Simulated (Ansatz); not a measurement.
A first try at a composite energy at a relaxed geometry of AlB2H5, SMILES B[BH][AlH2], using the Python package of Ansatz (0.2.0).

Script `composite_alb2h5.py`:
```python
"""Relax AlB2H5 cheaply, then refine its energy."""

import ansatz as az
import numpy as np

geometry_ang = [
    ("B", (-1.1978, 0.6548, -0.753)),
    ("B", (0.0992, 0.6979, 0.1953)),
    ("Al", (1.0593, -1.0656, 0.5844)),
    ("H", (-1.5742, -0.3009, -1.2277)),
    ("H", (-1.8062, 1.7062, -1.0094)),
    ("H", (0.5008, 1.7303, 0.6516)),
    ("H", (0.5802, -2.4354, -0.0156)),
    ("H", (2.4309, -1.0444, 1.5186)),
]
geometry = az.Crystal.molecule()
for symbol, xyz in geometry_ang:
    geometry = geometry.atom(symbol, xyz)

model = geometry.calculation().basis(gaussian="def2-SVP").functional("pbe0")
symbols = [site.symbol for site in geometry.cartesian_sites]
start = np.array([site.position_ang for site in geometry.cartesian_sites], dtype=float)
rep = model.relax(force_tolerance=0.01, max_steps=30).run(threads=1, backend="cpu").report
end = np.array(rep["positions_ang"])
print("final positions (A) and the move of each atom")
for symbol, xyz, old in zip(symbols, end, start):
    print(f"{symbol:2s} {xyz[0]:10.5f} {xyz[1]:10.5f} {xyz[2]:10.5f}   {np.linalg.norm(xyz - old):7.4f}")

minimum = az.Crystal.molecule()
for symbol, place in zip(symbols, end):
    minimum = minimum.atom(symbol, place.tolist())
at_minimum = minimum.calculation()
# MP2 extrapolated to the basis limit, plus the small-basis difference CCSD(T) - MP2
level = lambda method, basis: at_minimum.basis(gaussian=basis).correlation(method).run(threads=1, backend="cpu").report
small, large, cluster = level("mp2", "cc-pVDZ"), level("mp2", "cc-pVTZ"), level("ccsd_t", "cc-pVDZ")
corr = lambda each: (each["energy"] - each["reference_energy_ev"]) / 27.211386246
mp2_limit = (27 * corr(large) - 8 * corr(small)) / 19
pieces = {"HF / cc-pVTZ": large["reference_energy_ev"] / 27.211386246, "MP2 correlation, DZ-TZ limit": mp2_limit, "CCSD(T) - MP2 / cc-pVDZ": corr(cluster) - corr(small)}
for name, value in pieces.items():
    print(f"{name:32s} {value:14.6f} Ha")
print(f"{'sum':32s} {sum(pieces.values()):14.6f} Ha")
print("T1 diagnostic", round(cluster["correlation"]["coupled_cluster"]["t1_diagnostic"], 4))
```

```console
$ python composite_alb2h5.py
final positions (A) and the move of each atom
B    -1.25332    0.77145   -0.58816    0.2094
B     0.33087    0.69651   -0.30872    0.5547
Al    1.01719   -1.06441    0.67498    0.0999
H    -1.74610    0.28558   -1.58569    0.7083
H    -2.02823    1.19953    0.24264    1.3688
H     1.18986    1.50646   -0.58397    1.4323
H     1.47881   -2.33356   -0.17351    0.9180
H     1.10313   -1.11866    2.26665    1.5258
Traceback (most recent call last):
  File "composite_alb2h5.py", line 37, in <module>
    mp2_limit = (27 * corr(large) - 8 * corr(small)) / 19
                      ~~~~^^^^^^^
  File "composite_alb2h5.py", line 36, in <lambda>
    corr = lambda each: (each["energy"] - each["reference_energy_ev"]) / 27.211386246
                         ~~~~^^^^^^^^^^
KeyError: 'energy'
```

What is wrong, and how is it mended?

The fault: the report has no such key (the free energy stands under free_energy_ev). The cap on steps that the faulty run carried goes too. The correction:

```diff
--- before
+++ after
@@ -22,3 +22,3 @@
 start = np.array([site.position_ang for site in geometry.cartesian_sites], dtype=float)
-rep = model.relax(force_tolerance=0.01, max_steps=30).run(threads=1, backend="cpu").report
+rep = model.relax(force_tolerance=0.01).run(threads=1, backend="cpu").report
 end = np.array(rep["positions_ang"])
@@ -35,3 +35,3 @@
 small, large, cluster = level("mp2", "cc-pVDZ"), level("mp2", "cc-pVTZ"), level("ccsd_t", "cc-pVDZ")
-corr = lambda each: (each["energy"] - each["reference_energy_ev"]) / 27.211386246
+corr = lambda each: (each["free_energy_ev"] - each["reference_energy_ev"]) / 27.211386246
 mp2_limit = (27 * corr(large) - 8 * corr(small)) / 19
```

After the fix:

```console
$ python composite_alb2h5.py
final positions (A) and the move of each atom
B    -1.25332    0.77145   -0.58816    0.2094
B     0.33087    0.69651   -0.30872    0.5547
Al    1.01719   -1.06441    0.67498    0.0999
H    -1.74610    0.28558   -1.58569    0.7083
H    -2.02823    1.19953    0.24264    1.3688
H     1.18986    1.50646   -0.58397    1.4323
H     1.47881   -2.33356   -0.17351    0.9180
H     1.10313   -1.11866    2.26665    1.5258
HF / cc-pVTZ                        -294.142130 Ha
MP2 correlation, DZ-TZ limit          -0.300520 Ha
CCSD(T) - MP2 / cc-pVDZ               -0.060687 Ha
sum                                 -294.503336 Ha
T1 diagnostic 0.0163
```

What to keep in mind:
- Total energies depend on the basis set; only differences at equal settings carry meaning.
- The sum leaves out core correlation, relativity, the Hartree-Fock basis error and zero-point energy; a DZ-TZ extrapolation is rough.
- Inner cores stay frozen, so this is valence correlation.
- For Al to Cl the sets with a tight d function, cc-pV(X+d)Z, are usual.
- An extrapolation from small basis sets is rough.
- The whole script took 45 s on 1 thread of Arm Neoverse V1 (shared host), peak memory 0.33 GiB.
